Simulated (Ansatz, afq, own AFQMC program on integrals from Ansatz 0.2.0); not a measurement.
Integrals from Ansatz 0.2.0, then the random walk in our own AFQMC program (afq).

```yaml
crystal:
  periodic: [false, false, false]
  atoms:
    - {symbol: Si, position_ang: [0.000000, 0.000000, 0.378530]}
    - {symbol: Ge, position_ang: [0.000000, 0.000000, -2.252470]}
    - {symbol: H, position_ang: [0.000000, 0.000000, 1.873940]}
basis:
  gaussian: {orbitals: cc-pVDZ}
magnetization: {spin_polarized: false, initial_magnetization: 1}
correlation: {method: ccsd_t, electrons: outside_noble_gas, hamiltonian_folder: ham}
```

```sh
$ ansatz run in.yaml --threads 1 --pin off --events-out ev --progress --plain --max-ram 1382MiB
```

afq runs on the folder ham with

```
--method free --trial mp1 --walkers 20 --time-step 0.01 --max-blocks 120 --target-error 0.00072 --factor-cut 1e-05 --seed 9944 --times 0.0,0.4,0.8,1.6,2.4 --taylor-order 4
```

Times are imaginary, in 1/Eh. The walk had a cap of 271 s. Filled inner d shells are frozen with the cores.

afq prints:

```
orbitals 31  electrons 5 4  factors 221 of 558
reference energy -2364.70793309 Eh
CCSD correlation -0.20511671 Eh in 17 cycles, weight of the determinant in the CISD state 0.8013
repeat  energy at the last time / Eh  error
    10  -2364.931628  0.003901
    20  -2364.927670  0.002971
    30  -2364.928837  0.002205
    40  -2364.929944  0.001917
    50  -2364.929473  0.001714
    60  -2364.930226  0.001527
    70  -2364.929666  0.001354
    80  -2364.929469  0.001196
    90  -2364.928902  0.001137
   100  -2364.928704  0.001060
   110  -2364.928527  0.001023
   120  -2364.928167  0.000988
time / (1/Eh)  energy / Eh  error  mean overlap
  0.00  -2364.913348  0.000358  1.1825
  0.40  -2364.920068  0.000405  1.1911
  0.80  -2364.922893  0.000465  1.2141
  1.60  -2364.926494  0.000745  1.2371
  2.40  -2364.928167  0.000988  1.2418
energy -2364.928167 +/- 0.000988 Eh
```

The run passed its tests (error under three times the target), which doesn't prove that it has relaxed.

Against this walk (error 26.9 meV) on the same determinant: CCSD(T) 14.6 meV higher (within the noise), CCSDT(Q) 84.5 meV lower. The error is statistical, and a free projection of finite length keeps a remainder of its start. None of these is a sure reference here. The projection is still falling at its last time (meV from the last point: 403 ± 10 at 0.00, 220 ± 11 at 0.40, 144 ± 13 at 0.80, 46 ± 20 at 1.60, 0 ± 27 at 2.40), so its energy is a cut-off value, and the gaps above aren't errors of the other methods.

Cautions: remainder of the start not in the error; error above the target (26.9 against 19.6 meV); no relativity below Rb; no spin-orbit coupling; inner d shell frozen; higher spins were not checked; a spin-contaminated unrestricted determinant lies lower (UHF 1.07 eV lower, ⟨S²⟩ 1.72); the search met a lower determinant of the same kind, perhaps of another symmetry (78 meV lower), and this one is a saddle point; (T) is large, 7 % of the CCSD correlation; so few walkers bias the energy.

The walk took 50 s on 1 thread of Arm Neoverse V2, with other jobs on the host. The log's last line is the free-projection energy.

CCSDT and higher add their correlation energy to the determinant of the CCSD(T) run, since their own runs factorise the integrals more tightly (a shift of under 2 meV). A walk keeps the symmetry of its determinant, which the program's search chose and which needn't be the lowest solution, so a lower state of the same spin and another symmetry isn't excluded.
